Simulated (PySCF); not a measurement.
Molecule: `C`, CH4.

Structure with atom numbers: `[CH4:1]` (H(Xn): hydrogen on atom n).

Spin–spin couplings on one PBE0-D3(BJ)/def2-SVP geometry, PySCF 2.14.0 with density-fitted response routines, gas phase, non-relativistic, equivalent pairs averaged; isotopes $^{13}$C, $^{1}$H; functional B3LYP.

Reference values (Hz): $^{1}J$(C1,H(C1)) = 125.3 (measured; gas, zero-density limit; Jackowski, Slowinski, Molecules 2023, 28, 1499).

Q: How do the couplings (Hz) change with the basis set? Times are CPU seconds on 1 thread of an x86-64 server CPU, shared host. Far from the basis limit: 6-31G*, pcJ-0, 6-31G-J, def2-TZVP, cc-pVTZ.

A: 
| basis set | functions | $^{1}J$(C1,H(C1)) | abs. error | core-s |
| --- | --- | --- | --- | --- |
| 6-31G* | 22 | 139.1 | 13.8 | 0.3 |
| pcJ-0 | 25 | 113.3 | 12.0 | 0.4 |
| 6-31G-J | 28 | 137.9 | 12.6 | 0.4 |
| def2-TZVP | 55 | 126.9 | 1.6 | 0.6 |
| pcJ-1 | 67 | 134.4 | 9.1 | 1.4 |
| cc-pVTZ | 86 | 118.7 | 6.6 | 0.8 |
| aug-cc-pVTZ-J | 126 | 135.3 | 10.0 | 1.4 |
| pcJ-2 | 147 | 133.8 | 8.5 | 1.7 |

Errors compare magnitudes, without vibrational corrections. Closest: def2-TZVP; furthest: 6-31G*.

The Fermi-contact term samples the wavefunction at the nucleus, which is why sets with added tight s functions (names with J) are made for couplings. Agreement of an ordinary basis with the reference is then largely a cancellation of errors.
